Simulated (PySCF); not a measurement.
Rock-salt MgO: correlation energy from several methods in one and the same small orbital space (PySCF; 2 atoms at the zone centre, 8 electrons in 55 orbitals, empty ones MP2 natural orbitals of a TZ basis, lattice constant set to 4.83805 Å). Its volume lies 51 % above that of the crystal's usual cell. It tests the methods against each other and lies far from the crystal's limit.

CCSDT(Q) gives -3.6213 eV per atom.

Problem. What share of it do MP2, CCSD, CCSD(T), CCSDT recover?

Solution. MP2 88.9 %; CCSD 95.8 %; CCSD(T) 98.8 %; CCSDT 99.6 %.

| method | E_corr (eV per atom) | share of CCSDT(Q) (%) | difference (meV) |
|---|---|---|---|
| MP2 | -3.2179 | 88.9 | 403 |
| CCSD | -3.4695 | 95.8 | 152 |
| CCSD(T) | -3.5785 | 98.8 | 43 |
| CCSDT | -3.6079 | 99.6 | 13 |
| CCSDT(Q) | -3.6213 | 100.0 | 0 |

MP2, (T) and (Q) use filled levels shifted down by the Madelung term, which in so small a cell is a large part of the gap, so these rows hang on it.

CCSDT(Q) is the highest level reached here, not an exact value.
